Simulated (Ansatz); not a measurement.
# SiS (SMILES [Si-]#[S+]): entropy by statistical mechanics

A linear singlet with charge 0, relaxed at PBE0/aug-cc-pVTZ (Ansatz 0.2.0):

```xyz
2

Si    0.0000    0.0000   -0.0036
S     0.0000    0.0000    1.9329
```

Harmonic wavenumbers in cm⁻¹: 760.

Masses in u: Si 28.085, S 32.06. Take T = 298.15 K, p = 1 bar, R = 8.3145 J/(mol K), kT/hc = 207.22 cm⁻¹, rigid rotor and harmonic oscillator.

Task: Compute the standard molar entropy.

Result: 
1. Translation (Sackur–Tetrode): S = R[3/2 ln M + 5/2 ln T − 1.1517] with M = 60.145 gives 159.9 J/(mol K).
2. Rotation: the moment of inertia is 56.140 u Å², so B = 16.8576/I = 0.3003 cm⁻¹; σ = 1; q = kT/(σhcB) = 690.0; S = R(ln q + 1) = 62.7.
3. Vibration: with u = ν̃/207.22, each mode gives R[u/(eᵘ − 1) − ln(1 − e⁻ᵘ)]; the sum is 1.0, most from 760 cm⁻¹ (1.0).
4. Electronic: R ln 1 = 0.0, from the spin multiplicity alone.
5. Sum: 159.9 + 62.7 + 1.0 + 0.0 = 223.6 J/(mol K).

No measured value is set beside it here.
